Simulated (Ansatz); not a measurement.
# H2O (SMILES O): single points off equilibrium

An exercise on one series of results from a longer session: the logs are not shown, and one member is left open.

Program: Ansatz 0.2.0, Gaussian basis. Level of theory: single points in def2-TZVPP. These are calculated values, not measurements.

Cores are frozen in the correlated methods.

## Where the work starts

3 atoms, charge 0, spin multiplicity 1.

Atoms are counted from 1 here; the program's logs count them from 0.

Bond lengths: O1–H2 0.930 Å, O1–H3 1.002 Å. Angles: H2–O1–H3 106.4°.

Coordinates:

```
O    -0.2690    0.1954   -0.1333
H     0.4952    0.5489    0.2609
H    -0.1178   -0.7925   -0.2062
```

The first run:

Contents of run/in.yaml:

```yaml
crystal:
  periodic: [false, false, false]
  atoms:
    - {symbol: O, position_ang: [-0.269000, 0.195400, -0.133300]}
    - {symbol: H, position_ang: [0.495200, 0.548900, 0.260900]}
    - {symbol: H, position_ang: [-0.117800, -0.792500, -0.206200]}
basis:
  gaussian: {orbitals: def2-TZVPP}
correlation: {method: ccsd_t}
output: {forces: true}
```

No record of the launch command was kept for these runs.

Steps of the session up to this table: CCSD(T)/def2-TZVPP; PBE0-D4/def2-TZVPP; wB97M-V/def2-TZVPP; r2SCAN-D4/def2-TZVPP; PBE-D4/def2-TZVPP; r2SCANh-D4/def2-TZVPP; B97M-V/def2-TZVPP.

One of the session's tables, all rows but one given; the rest of the session is left out.

| method | RMS force component (eV/Å) | angle to CCSD(T) forces (°) | dipole (D) |
| --- | --- | --- | --- |
| CCSD(T) | 1.335 | reference | 1.91 |
| PBE0-D4 | 1.342 | 2.7 | 1.93 |
| wB97M-V | ? | ? | ? |
| r2SCAN-D4 | 1.326 | 2.0 | 1.91 |
| PBE-D4 | 1.361 | 13.0 | 1.88 |
| r2SCANh-D4 | 1.332 | 2.9 | 1.93 |
| B97M-V | 1.324 | 4.0 | 1.87 |

**Question.** Estimate the row for wB97M-V.

**Answer.** RMS force component (eV/Å): 1.333; angle to CCSD(T) forces (°): 2.0; dipole (D): 1.92. In the column «RMS force component (eV/Å)» it lies between r2SCANh-D4 (1.332) and CCSD(T) (1.335).
